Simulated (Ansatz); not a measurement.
H₂NO, SMILES N[O], a saddle search for pyramidal inversion

With Ansatz 0.2.0 through its Python package.

Run as a notebook:

**Cell 1**
```python
import ansatz as az
import numpy as np
```

**Cell 2**
```python
mol = (
    az.Crystal.molecule()
    .atom('N', (-0.0915, 0.0066, 0.3189))
    .atom('O', (1.1913, -0.0171, -0.1113))
    .atom('H', (-0.5606, -0.8325, -0.0895))
    .atom('H', (-0.5392, 0.843, -0.118))
)
```

**Cell 3**
```python
job = (
    mol.calculation()
    .basis(gaussian='6-31G*')
    .functional('b3lyp')
    .spin('collinear', total=1)
    .accuracy('medium')
    .scf(lower_state_search='standard')
)
symbols = [site.symbol for site in mol.cartesian_sites]
start = np.array([site.position_ang for site in mol.cartesian_sites], dtype=float)
rep = job.relax(force_tolerance=0.005, max_steps=100).run(threads=1).report
end = np.array(rep['positions_ang'])

# start with the apex atom pushed most of the way into the plane of its neighbours
a, b, d = end[[1, 2, 3]]
normal = np.cross(b - a, d - a)
normal /= np.linalg.norm(normal)
flat = end.copy()
flat[0] -= 0.8 * ((end[0] - a) @ normal) * normal
guess = np.zeros_like(flat)
guess[0] = normal
near = az.Crystal.molecule()
for symbol, place in zip(symbols, flat):
    near = near.atom(symbol, place.tolist())
search = (
    near.calculation()
    .basis(gaussian='6-31G*')
    .functional('b3lyp')
    .spin('collinear', total=1)
    .accuracy('medium')
    .scf(lower_state_search='standard')
    .saddle(mode_guess=guess.tolist(), force_tolerance=0.01, max_steps=40)
)
steps = []
top = search.session().plan().execute(on_event=lambda e: steps.append(e['data']) if e['event'] == 'saddle_step' else None).report
for s in steps:
    print(f'step {s["step"]:2d}  E = {s["lagrangian_ev"]:.5f} eV  force {s["allowed_force_max_ev_ang"]:.4f} eV/A  curvature {s["curvature_ev_ang2"]:.3f} eV/A^2')
print(f'minimum {rep["free_energy_ev"]:.5f} eV, saddle {top["free_energy_ev"]:.5f} eV')
print(f'electronic barrier {23.060548 * (top["free_energy_ev"] - rep["free_energy_ev"]):.2f} kcal/mol')
saddle = np.array(top['positions_ang'])
print('final positions (A) and the move of each atom')
for symbol, xyz, old in zip(symbols, saddle, end):
    print(f'{symbol:2s} {xyz[0]:10.5f} {xyz[1]:10.5f} {xyz[2]:10.5f}   {np.linalg.norm(xyz - old):7.4f}')
```
Output:
```text
step  1  E = -3566.92903 eV  force 0.4988 eV/A  curvature -3.621 eV/A^2
step  2  E = -3566.93579 eV  force 0.0484 eV/A  curvature -2.194 eV/A^2
step  3  E = -3566.93566 eV  force 0.0446 eV/A  curvature -2.290 eV/A^2
step  4  E = -3566.93509 eV  force 0.0254 eV/A  curvature -2.492 eV/A^2
step  5  E = -3566.93493 eV  force 0.0375 eV/A  curvature -2.417 eV/A^2
step  6  E = -3566.93508 eV  force 0.0079 eV/A  curvature -2.425 eV/A^2
minimum -3566.94810 eV, saddle -3566.93519 eV
electronic barrier 0.30 kcal/mol
final positions (A) and the move of each atom
N    -0.06237    0.00022   -0.03396    0.1629
O     1.21663   -0.01633   -0.04660    0.0111
H    -0.58900   -0.87179   -0.01316    0.0143
H    -0.56657    0.88559   -0.04305    0.0143
```

These settings explore the input space; basis and method may be short of convergence. The energies are electronic: no zero-point or thermal terms, and the basis set is short of its limit. No separate frequency run checks the order of the saddle point. The run takes the species as open-shell (spin multiplicity 2), which needn't be its ground state. b3lyp holds the VWN-RPA fit, as in Gaussian; the form of ORCA and Turbomole is b3lyp5. The whole script took 30 s on 1 thread of Arm Neoverse V1 (shared host), peak memory 0.18 GiB.
